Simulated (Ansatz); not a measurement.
Task: a single point in a Gaussian basis of CH₅FSi, SMILES FC[SiH3], with the Python package of Ansatz (0.2.0). Give the script and its output. Use: B3LYP, def2-SVPD basis, multiplicity 1.

```yaml
atoms:
  - { symbol: F, position_ang: [-0.6811, -0.5384, -1.6778] }
  - { symbol: C, position_ang: [-0.5155, 0.4193, -0.7042] }
  - { symbol: Si, position_ang: [0.4183, -0.3467, 0.6491] }
  - { symbol: H, position_ang: [-1.4149, 0.7875, -0.3678] }
  - { symbol: H, position_ang: [0.0218, 1.2590, -1.1692] }
  - { symbol: H, position_ang: [0.6927, 0.6613, 1.7424] }
  - { symbol: H, position_ang: [1.8088, -0.8232, 0.2040] }
  - { symbol: H, position_ang: [-0.2378, -1.4759, 1.2676] }
```

Script `energy_ch5fsi.py`:
```python
'''Single point of CH5FSi in a Gaussian basis.'''

from pathlib import Path

import ansatz as az
from ase import Atoms
import numpy as np

atoms = Atoms(['F', 'C', 'Si', 'H', 'H', 'H', 'H', 'H'], positions=[
    (-0.6811, -0.5384, -1.6778),
    (-0.5155, 0.4193, -0.7042),
    (0.4183, -0.3467, 0.6491),
    (-1.4149, 0.7875, -0.3678),
    (0.0218, 1.259, -1.1692),
    (0.6927, 0.6613, 1.7424),
    (1.8088, -0.8232, 0.204),
    (-0.2378, -1.4759, 1.2676),
])
molecule = az.Crystal.molecule_from_ase(atoms)

job = molecule.calculation().basis(gaussian='def2-SVPD').functional('B3LYP').forces().orbitals()
outcome = job.run(threads=1, backend='cpu', runs_dir='ch5fsi_runs')
summary = outcome.report

print(f'E = {summary["free_energy_ev"]:.6f} eV = {summary["free_energy_ev"] / 27.211386246:.7f} Ha')
print('converged:', summary['converged'], ' doubts:', summary['published_state_doubts'] or 'none')

state = summary['mean_field']['state']
print(f'mean field: {state["energy"]["hartree"]:.7f} Ha, <S^2> = {abs(state["spin_squared"]):.4f}, stability: {state.get("stability", {}).get("kind")}')

symbols = [site.symbol for site in molecule.cartesian_sites]
print('forces (eV/A)')
for symbol, f in zip(symbols, summary['forces_ev_ang']):
    print(f'  {symbol:2s} {f[0]:9.4f} {f[1]:9.4f} {f[2]:9.4f}')

charges = summary['charge_distribution']
print('dipole moment', round(4.803205 * float(np.linalg.norm(charges['dipole_moment_e_ang'])), 3), 'D')
print('Mulliken:', [(s, round(q, 3)) for s, q in zip(symbols, charges['mulliken_charges_e'])])

lines = Path(summary['orbitals_path']).read_text().splitlines()
field_of = lambda key: [line.split('=')[1].strip() for line in lines if line.startswith(key)]
orbitals = [(27.211386 * float(e), s, float(n)) for e, s, n in zip(field_of('Ene='), field_of('Spin='), field_of('Occup='))]
homo = max(e for e, _, n in orbitals if n > 0.5)
lumo = min(e for e, _, n in orbitals if n < 0.5)
for e, spin, n in sorted(orbitals):
    if homo - 10 < e < lumo + 5:
        print(f'{spin:6s} {e:10.3f} eV  occupation {n:.0f}')
```

```console
$ python energy_ch5fsi.py
E = -11707.809792 eV = -430.2540740 Ha
converged: True  doubts: none
mean field: -430.2540740 Ha, <S^2> = 0.0000, stability: minimum
forces (eV/A)
  F    -0.5781   -0.7290   -0.9359
  C     2.1298    0.3154   -1.3769
  Si    2.6742   -0.1194    1.6042
  H    -2.8217    0.8844    0.6758
  H     0.1142    0.1381    0.0855
  H    -0.1990   -0.0791   -0.2615
  H    -0.7185    0.2281    0.0108
  H    -0.6008   -0.6385    0.1980
dipole moment 1.531 D
Mulliken: [('F', -0.455), ('C', 0.862), ('Si', -0.517), ('H', -0.333), ('H', -0.115), ('H', 0.183), ('H', 0.167), ('H', 0.208)]
Alpha     -14.991 eV  occupation 2
Alpha     -14.186 eV  occupation 2
Alpha     -13.827 eV  occupation 2
Alpha     -12.365 eV  occupation 2
Alpha     -10.216 eV  occupation 2
Alpha      -9.573 eV  occupation 2
Alpha      -9.240 eV  occupation 2
Alpha      -8.853 eV  occupation 2
Alpha       0.119 eV  occupation 0
Alpha       0.433 eV  occupation 0
Alpha       0.787 eV  occupation 0
Alpha       1.174 eV  occupation 0
Alpha       1.536 eV  occupation 0
Alpha       1.855 eV  occupation 0
Alpha       2.108 eV  occupation 0
Alpha       2.774 eV  occupation 0
Alpha       3.080 eV  occupation 0
Alpha       3.752 eV  occupation 0
Alpha       3.998 eV  occupation 0
Alpha       4.140 eV  occupation 0
Alpha       4.672 eV  occupation 0
Alpha       4.960 eV  occupation 0
Alpha       5.021 eV  occupation 0
```

What to keep in mind:
- Total energies depend on the basis set; only differences at equal settings carry meaning.
- The geometry is a force-field or estimated start, not a minimum of this method, and the basis set is short of its limit.
- Alpha marks a spatial orbital of a restricted run, filled by both spins.
- b3lyp holds the VWN-RPA fit, as in Gaussian; the form of ORCA and Turbomole is b3lyp5.
- Levels such as HOMO and LUMO are orbital energies: with these approximate functionals they aren't the ionisation energy and electron affinity, and their gap isn't the fundamental gap.
- Mulliken charges are unreliable in a basis with diffuse functions.
- Finished in 1.6 s on 1 thread of AMD EPYC 9B45 (Zen 5), on a shared host, peak memory 0.25 GiB.
